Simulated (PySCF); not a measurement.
**Vibration and rotation of NO⁺**

RHF-CCSD(T) constants of NO⁺, ¹Σ⁺ (singlet), closed shell (PySCF, no relativity, basis sets N pcseg-2, O pcseg-2; masses 14.0031 and 15.9949 u):

```
ωe              : 2353.0 cm⁻¹
ωexe            : 15.5 cm⁻¹
Be              : 1.9754 cm⁻¹
αe              : 0.0182 cm⁻¹
D (centrifugal) : 5.57e-06 cm⁻¹
De to N + O⁺    : 10.48 eV
```

Problem. Give the band origin of the fundamental and the first lines of its P and R branches.

Solution. ν0 = ωe − 2ωexe = 2322.0 cm⁻¹, B0 = 1.9663, B1 = 1.9481 cm⁻¹.

| J″ | P(J″) − ν0 | R(J″) − ν0 |
| --- | --- | --- |
| 0 |  | 3.896 |
| 1 | -3.933 | 7.756 |
| 2 | -7.901 | 11.579 |
| 3 | -11.906 | 15.365 |
| 4 | -15.947 | 19.114 |
| 5 | -20.024 | 22.826 |
| 6 | -24.137 | 26.501 |

Problem. Near which J would the R branch turn back, without centrifugal distortion?

Solution. At J ≈ (B0 + B1)/(2(B0 − B1)) − 1 ≈ 110.

Measured values (Huber and Herzberg, Constants of Diatomic Molecules (1979)): ωe = 2376.42 cm⁻¹, ωexe = 16.262 cm⁻¹, Be = 1.99727 cm⁻¹, αe = 0.01889 cm⁻¹.

Correlated steps freeze 2 core orbitals. For an ion De counts to the pair picked by the measured ionisation energies or electron affinities, which need not be the lowest pair at this level. Where the molecule has an RHF reference, its open-shell atoms are computed with UHF.
